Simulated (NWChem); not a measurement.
Total energies of Li2

SMILES: [Li][Li]
```xyz
2

Li     0.0000     0.0000     1.3936
Li     0.0000     0.0000    -1.3936
```
Charge 0, spin multiplicity 1.

Everything below was run with NWChem. Structure: optimised with PBE0/def2-SVP, a minimum by its harmonic frequencies.

Basis set: cc-pVDZ (28 functions).

```
method     total energy (Ha)
---------  -----------------
RHF                -14.87002
MP2                -14.88984
B2PLYP             -14.96985
PBE                -14.95255
B3LYP              -15.01576
BHandHLYP          -14.99800
CCSD(T)            -14.90128
```

Total energies of different functionals aren't comparable as a measure of quality: only differences taken within one method are. 

The correlated methods freeze no orbitals. B3LYP has NWChem's definition, with VWN1-RPA local correlation. The structure started from a generated list of species. Coupled-cluster values serve here as a point of comparison, not as the truth.
